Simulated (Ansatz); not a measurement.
`CBP` and `BC` differ in one atom or group.

Ansatz, PBE0-D4/def2-TZVP geometries, multiplicity 1. Each molecule was computed in one conformer, which needn't be the lowest.

```csv
property,`CBP`
size of the dipole moment (B3LYP/def2-TZVPP) / D,0.89
LUMO energy (PBE/def2-TZVPP) / eV,-2.21
HOMO energy (B3LYP/def2-TZVPP) / eV,-7.06
LUMO energy (B3LYP/def2-TZVPP) / eV,-1.47
HOMO energy (ωB97M-V/def2-TZVPP) / eV,-9.39
HOMO energy (PBE0/def2-TZVPP) / eV,-7.27
```

Question: What does the change do to each property? (Estimate.)

Answer: Ansatz gave: 
| property | `BC` | shift |
| --- | --- | --- |
| size of the dipole moment (B3LYP/def2-TZVPP) / D | 0.69 | -0.20 |
| LUMO energy (PBE/def2-TZVPP) / eV | -2.26 | -0.05 |
| HOMO energy (B3LYP/def2-TZVPP) / eV | -8.82 | -1.76 |
| LUMO energy (B3LYP/def2-TZVPP) / eV | -1.47 | 0.00 |
| HOMO energy (ωB97M-V/def2-TZVPP) / eV | -11.33 | -1.94 |
| HOMO energy (PBE0/def2-TZVPP) / eV | -8.99 | -1.72 |

With PBE0 the HOMO falls by 1.72 eV and the LUMO rises by 0.06 eV, so the gap widens by about 1.78 eV. PBE moves the HOMO by -1.36 eV and ωB97M-V by -1.94 eV. The zero-point energy changes by -28.1 kJ/mol with -6 modes. Dipoles are sizes alone; their direction can turn.

B3LYP here is the variant with VWN-RPA as its local correlation; programs differ in this.
